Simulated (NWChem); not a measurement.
System: NH2, doublet; SMILES [NH2]

Output (shortened):

```
             Northwest Computational Chemistry Package (NWChem) 7.3.0
             --------------------------------------------------------

                             Geometry "geometry" -> ""
                             -------------------------

 Output coordinates in angstroms (scale by  1.889725989 to convert to a.u.)

  No.       Tag          Charge          X              Y              Z
 ---- ---------------- ---------- -------------- -------------- --------------
    1 N                    7.0000     0.00000000     0.00000000     0.16667800
    2 H                    1.0000     0.80406400     0.00000000    -0.47184300
    3 H                    1.0000    -0.80406400     0.00000000    -0.47184300

 Effective nuclear repulsion energy (a.u.)       7.5444893523

  pbe96 is a nonlocal functional; adding pw91lda local functional.
                              NWChem Property Module
                              ----------------------

  itol2e modified to match energy
  convergence criterion.

                                 NWChem DFT Module
                                 -----------------

 Summary of "ao basis" -> "ao basis" (spherical)
 ------------------------------------------------------------------------------
       Tag                 Description            Shells   Functions and Types
 ---------------- ------------------------------  ------  ---------------------
 N                          def2-svp                 6       14   3s2p1d
 H                          def2-svp                 3        5   2s1p

  itol2e modified to match energy
  convergence criterion.

            General Information
            -------------------
          SCF calculation type: DFT
          Wavefunction type:  spin polarized.
          No. of atoms     :     3
          No. of electrons :     9
           Alpha electrons :     5
            Beta electrons :     4
          Charge           :     0
          Spin multiplicity:     2
          Use of symmetry is: off; symmetry adaption is: off
          Maximum number of iterations: 150
          AO basis - number of functions:    24
                     number of shells:    12
          Convergence on energy requested:  1.00D-07
          Convergence on density requested:  1.00D-05
          Convergence on gradient requested:  5.00D-04

              XC Information
              --------------
          PerdewBurkeErnzerhof Exchange Functional  1.000
            Perdew 1991 LDA Correlation Functional  1.000 local
           PerdewBurkeErnz. Correlation Functional  1.000 non-local

[...]

          -----------------------
          Electric field gradient
          -----------------------

 1 a.u. = 0.324123 10**(16) esu/cm**3  ( or statvolts/cm**2 ) = 0.97174 10**(22) v/m**2

 ------------------------------------------------------------
   Atom      X         Y         Z
 ------------------------------------------------------------
    1 N    0.00000   0.00000   0.31498
 ------------------------------------------------------------

 Electric field gradient in molecular frame (a.u.)
         XX             YY             ZZ             XY             XZ             YZ
 ------------------------------------------------------------------------------------------
       -0.148694      -0.609138       0.757833       0.000000      -0.000000      -0.000000

 Principal components (a.u.) and orientation
 of principal axis w.r.t. absolute frame                      Asymmetry parameter eta
 --------------------------------------------------------------------------------------
        0.757833      -0.609138      -0.148694                       0.607580

       -0.000000      -0.000000       1.000000
       -0.000000       1.000000       0.000000
        1.000000       0.000000       0.000000

 ------------------------------------------------------------
   Atom      X         Y         Z
 ------------------------------------------------------------
    2 H    1.51946   0.00000  -0.89165
 ------------------------------------------------------------

 Electric field gradient in molecular frame (a.u.)
         XX             YY             ZZ             XY             XZ             YZ
 ------------------------------------------------------------------------------------------
       -0.163307       0.173824      -0.010517       0.000000       0.272209      -0.000000

 Principal components (a.u.) and orientation
 of principal axis w.r.t. absolute frame                      Asymmetry parameter eta
 --------------------------------------------------------------------------------------
       -0.369638       0.195814       0.173824                       0.059490

        0.796934       0.604066       0.000000
       -0.000000      -0.000000       1.000000
       -0.604066       0.796934       0.000000

 ------------------------------------------------------------
   Atom      X         Y         Z
 ------------------------------------------------------------
    3 H   -1.51946   0.00000  -0.89165
 ------------------------------------------------------------

 Electric field gradient in molecular frame (a.u.)
         XX             YY             ZZ             XY             XZ             YZ
 ------------------------------------------------------------------------------------------
       -0.163307       0.173824      -0.010517      -0.000000      -0.272209      -0.000000

 Principal components (a.u.) and orientation
 of principal axis w.r.t. absolute frame                      Asymmetry parameter eta
 --------------------------------------------------------------------------------------
       -0.369638       0.195814       0.173824                       0.059490

        0.796934      -0.604066      -0.000000
        0.000000      -0.000000       1.000000
        0.604066       0.796934       0.000000
```

Level: PBE/def2-SVP, spin-unrestricted. In the optimisation the excess spin sits in b2 (C2v, its own frame). Geometry: optimised at PBE0-D3(BJ)/def2-TZVP, spin-unrestricted. No stability test was run on the SCF state. NWChem prints the field gradient with the sign opposite to the second derivative of the potential.

Reconstruct the input file.

This is not unique; one that fits is the input that was run:
```
start job
memory heap 200 mb stack 900 mb global 1100 mb
geometry units angstroms noautosym nocenter noautoz
  N      0.000000     0.000000     0.166678
  H      0.804064     0.000000    -0.471843
  H     -0.804064     0.000000    -0.471843
end
basis spherical
  * library def2-svp
end
dft
  odft
  mult 2
  xc xpbe96 cpbe96
  iterations 150
end
property
  efieldgrad
end
task dft property
```
